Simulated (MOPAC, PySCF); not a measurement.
H4Si, SMILES `[SiH4]`, neutral singlet in the gas phase. 

Cartesian coordinates (Å):
SMILES: [SiH4]
```xyz
5

Si     0.0000     0.0000     0.0000
H     -0.3075    -0.4469     1.3819
H     -0.6809     1.2923    -0.2652
H      1.4668     0.1738    -0.1490
H     -0.4784    -1.0192    -0.9677
```
Charge 0, spin multiplicity 1.

All levels are single points at this geometry (PBE0-D3(BJ)/def2-TZVP); Pople sets use spherical d functions. Orbital energies aren't observables, and empty levels follow the basis.

AM1 in MOPAC gives dipole (D) = 0.00.

Estimate the dipole (D) from each of these levels: PBE-D3(BJ)/def2-TZVP in PySCF; TPSSh-D3(BJ)/def2-TZVP in PySCF; B3LYP/6-31G* in PySCF; B3LYP/LANL2DZ in PySCF; PBE/6-31G* in PySCF; HF/3-21G in PySCF; HF/6-31G* in PySCF; HF/STO-3G in PySCF.


```csv
level,dipole (D)
PBE-D3(BJ)/def2-TZVP in PySCF,0.00
TPSSh-D3(BJ)/def2-TZVP in PySCF,0.00
B3LYP/6-31G* in PySCF,0.00
B3LYP/LANL2DZ in PySCF,0.00
PBE/6-31G* in PySCF,0.00
HF/3-21G in PySCF,0.00
HF/6-31G* in PySCF,0.00
HF/STO-3G in PySCF,0.00
```
